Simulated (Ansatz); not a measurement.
A run of Ansatz (development build ahead of 0.2.0) on doublet C₄H₃S at this shape:

```xyz
8

S     0.0000    0.0000    1.1898
C     0.0000    1.2339   -0.0015
C     0.0000   -1.2339   -0.0015
C     0.0000    0.7092   -1.2723
C     0.0000   -0.7092   -1.2723
H     0.0000    2.2753    0.2920
H     0.0000   -2.2753    0.2920
H     0.0000   -1.3219   -2.1672
```

Its results:

* Converged: yes
* Total energy: -550.72688 hartree
* Spin squared of the determinant: 1.167
* Stability test: minimum

**Question.** Which input gives this output? Name the method, the orbitals and the basis set, and write the input.

**Answer.** UHF in def2-TZVP.

```yaml
crystal:
  periodic: [false, false, false]
  atoms:
    - { symbol: S, position_ang: [0.0, 0.0, 1.1898] }
    - { symbol: C, position_ang: [0.0, 1.2339, -0.0015] }
    - { symbol: C, position_ang: [0.0, -1.2339, -0.0015] }
    - { symbol: C, position_ang: [0.0, 0.7092, -1.2723] }
    - { symbol: C, position_ang: [0.0, -0.7092, -1.2723] }
    - { symbol: H, position_ang: [0.0, 2.2753, 0.292] }
    - { symbol: H, position_ang: [0.0, -2.2753, 0.292] }
    - { symbol: H, position_ang: [0.0, -1.3219, -2.1672] }
basis:
  gaussian: { orbitals: def2-TZVP }
magnetization:
  spin_polarized: true
  initial_magnetization: 1
hamiltonian:
  xc: hf
```

Caution: the unrestricted determinant is spin contaminated.
